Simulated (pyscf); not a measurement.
**1,1-elimination: H₃C–SiH(CH₃)–CH₃ (SMILES C[SiH](C)C) → CH₄ (SMILES C) + H₃C–Si:–CH₃ (SMILES C[Si]C) [singlet]**

Gas phase, singlet surface, charge 0. Bonds broken: C1–Si2, Si2–H8. Bonds formed: C1–H8. PySCF, gas phase, ωB97X-D3(BJ)/def2-SVP geometries.

Transition state (Å):

```xyz
14

C     -0.6411    -1.2971     1.5681
Si    -0.1618     0.7716     0.9184
C     -1.6863     0.8493    -0.2049
C      1.3525     0.1923    -0.0631
H     -0.6674    -1.6855     0.5392
H      0.1383    -1.8235     2.1373
H     -1.6245    -1.4391     2.0384
H     -0.3884     0.0015     2.2163
H     -2.6091     0.8018     0.3953
H     -1.7054     0.0292    -0.9434
H     -1.7076     1.8045    -0.7546
H      1.0966    -0.5734    -0.8158
H      1.8181     1.0436    -0.5862
H      2.1138    -0.2247     0.6157
```

One imaginary mode, 1331i cm⁻¹; descent along it reached the two sides named.

```tsv
bond	change	reactant side (Å)	saddle	product side
C1–Si2	breaks	1.884	2.221	3.3
Si2–H8	breaks	1.499	1.526	2.532
C1–H8	forms	2.8	1.473	1.104
```

Electronic energies relative to the reactant's lowest minimum found (eV):

```
level                   barrier  reaction energy  reverse barrier
----------------------  -------  ---------------  ---------------
ωB97X-D3(BJ)/def2-TZVP     3.53            +2.49             1.03
PBE/def2-TZVP              2.96            +2.22             0.74
r²SCAN/def2-TZVP           3.18            +2.47             0.71
B3LYP-D3(BJ)/def2-TZVP     3.27            +2.27             1.00
PBE0-D3(BJ)/def2-TZVP      3.24            +2.44             0.80
M06-2X/def2-TZVP           3.32            +2.28             1.04
ωB97M-D3(BJ)/def2-TZVP     3.37            +2.28             1.09
HF/def2-TZVP               4.13            +2.22             1.91
```

With ωB97M-D3(BJ)/def2-TZVP energies and thermal terms (ideal gas, 1 atm, RRHO with modes under 100 cm⁻¹ raised to 100, one conformer, R ln 2 for chiral ones without a mode under 150 cm⁻¹), in eV:

```
T (K)   ΔH‡   ΔG‡     ΔH     ΔG
-----  ----  ----  -----  -----
298    3.31  3.27  +2.25  +1.78
600    3.30  3.24  +2.23  +1.31
900    3.28  3.21  +2.18  +0.86
1200   3.26  3.19  +2.12  +0.43
```

H₃C–Si:–CH₃ [singlet] lies 0.32 eV over its isomer H₂C=CH–SiH₃ (electronic energy, ωB97M-D3(BJ)/def2-TZVP). This is the saddle that the search found; another between the same sides may lie lower.
